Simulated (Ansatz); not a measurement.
Input for Ansatz (development build ahead of 0.2.0):

```yaml
crystal:
  periodic: [false, false, false]
  atoms:
    - { symbol: "N", position_ang: [0.0, 0.0, 0.6475] }
    - { symbol: H, position_ang: [0.0, 0.0, -0.6475] }
basis:
  gaussian: { orbitals: STO-3G }
magnetization:
  spin_polarized: true
  initial_magnetization: 2
hamiltonian:
  xc: hf
correlation:
  method: ccsd_t
  frozen_orbitals: { H: 0, "N": 1 }
```

The input is written out in the form of the current development build from the run's settings.

Output:

```yaml
Converged: yes
Reference_energy: -54.23845 hartree
CCSD_correlation_energy: -0.03757 hartree
Triples_correction: 0.00000 hartree
Total_energy: -54.27602 hartree
Spin_squared_of_the_determinant: 2.095
```
